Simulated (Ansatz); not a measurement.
C2HClO2 (`O=C=C(O)Cl`). Charge 0, multiplicity 1.

```
atom   x (Å)   y (Å)   z (Å)
  O1   1.210   1.927   0.271
  C2   0.523   1.000   0.157
  C3  -0.266  -0.047   0.038
  O4   0.131  -1.292   0.400
 Cl5  -1.892   0.229  -0.474
  H6   0.294  -1.817  -0.394
```

(1) What are the harmonic wavenumbers in cm⁻¹ at PBE0-D4/def2-TZVP (Ansatz, finite differences of forces, unscaled)? (An estimate is asked.)

(2) Is this a minimum?

(3) Give the ideal-gas thermochemistry at 298.15 K and 1 bar (rigid rotor, harmonic oscillator; point group C1, symmetry number 1).

(4) Rotational constants (cm⁻¹)?

Answers

(1) Computed: 164, 282, 338, 399, 495, 592, 719, 1118, 1260, 1452, 2260, 3776.

(2) Yes, all 12 modes are real.

(3) Zero-point energy 76.9 kJ/mol; H(298) − E = 92.8 kJ/mol; entropy 308.4 J/(mol·K), of which translation 165.3, rotation 110.7, vibration 32.4; G(298) − E = 0.9 kJ/mol.

(4) 0.2174, 0.1018, 0.06975.
